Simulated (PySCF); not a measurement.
# How the method changes the constants of SH

State: ²Π (doublet), unpaired electrons π ↑. Set-up: basis H 6-311G(d,p), S 6-311G(d,p); no relativity; PySCF 2.14. De refers to H + S in their high-spin ground configurations, without counterpoise correction. The functionals are run spin-unrestricted. A positive dipole means H(−)S(+).

```
      Level  Re (Å)  ωe (cm⁻¹)  De (eV)  μ (D)
        UHF   1.335       2850     2.58  -1.07
    UHF-MP2   1.338       2796     3.38    n/a
UHF-SCS-MP2   1.340       2776     3.44    n/a
   UHF-CCSD   1.343       2734     3.46    n/a
UHF-CCSD(T)   1.345       2716     3.49    n/a
        PBE   1.363       2601     3.75  -1.06
     revPBE   1.363       2600     3.67  -1.04
     r²SCAN   1.351       2684     3.78  -1.10
      TPSSh   1.352       2672     3.80  -1.05
       PBE0   1.350       2702     3.69  -1.08
        M06   1.351       2687     3.72  -1.00
  CAM-B3LYP   1.348       2704     3.74  -1.06
```

Which functional lies closest to UHF-CCSD(T) in De, which farthest, and by how much do they differ from it?

Closest is revPBE (+1.8 pm in Re, -4.3 % in ωe, +0.18 eV in De against UHF-CCSD(T) in the same basis), farthest TPSSh (+0.7 pm in Re, -1.6 % in ωe, +0.31 eV in De). CCSD(T) converges more slowly with the basis than the functionals do and binds too weakly in this one, so the order can change at the basis-set limit.

What does a quarter of exact exchange do here, going from PBE to PBE0?

PBE0 less PBE: -1.3 pm in Re, +3.9 % in ωe, -0.06 eV in De. Exact exchange removes part of the self-interaction that spreads semilocal densities, and in most molecules shortens and stiffens the bond and lowers De; so it does here.

What does the step from GGA to meta-GGA do here, going from PBE to r²SCAN?

r²SCAN less PBE: -1.2 pm in Re, +3.2 % in ωe, +0.03 eV in De. 

Correlated steps freeze 5 core orbitals. The state was picked by a PBE0 search and need not be the measured ground state.
